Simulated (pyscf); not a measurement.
H₂C=C=CH₂ (SMILES C=C=C) + HF (SMILES F) → H₂C=C=CH₂ (SMILES C=C=C) + HF (SMILES F) (four-centre exchange; singlet surface; C–H, F–H broken, C–H, F–H formed). Structures and frequencies: ωB97X-D3(BJ)/def2-SVP in PySCF. Correlated levels are frozen-core, on RHF or UHF. ΔMP2 is the change of the MP2 total energy from the triple- to the quadruple-zeta basis. Energies in eV from the separated reactants.

```
level                             barrier  reaction energy
--------------------------------  -------  ---------------
PBE/def2-TZVP                        1.96             0.00
B3LYP-D3(BJ)/def2-TZVP               2.37             0.00
PBE0-D3(BJ)/def2-TZVP                2.28             0.00
M06-2X/def2-TZVP                     2.55             0.00
ωB97M-D3(BJ)/def2-TZVP               2.47             0.00
CCSD(T)/def2-TZVPP                    [?]             0.00
CCSD(T)/def2-TZVPP + ΔMP2(QZVPP)      [?]             0.00
```

**Question.** What belongs in the gaps?

**Answer.** 
- CCSD(T)/def2-TZVPP, barrier: 2.69
- CCSD(T)/def2-TZVPP + ΔMP2(QZVPP), barrier: 2.68

Of the functionals in the table, M06-2X is closest to CCSD(T)/def2-TZVPP + ΔMP2(QZVPP) in the barrier (0.13 eV apart) and PBE least close (0.72 eV); that level has limits of its own. On the reactant side the descent ends in a complex, 0.22 eV under the separated species and 2.72 eV under the saddle at ωB97X-D3(BJ)/def2-TZVP. On the product side the descent ends in a complex, 0.22 eV under the separated species and 2.72 eV under the saddle at ωB97X-D3(BJ)/def2-TZVP. At ωB97X-D3(BJ) the barrier from the zero used here is 2.50 eV. This is the saddle that the search found; another between the same sides may lie lower. The CCSD(T) − MP2 part came from Ansatz, without density fitting, on the same reference.
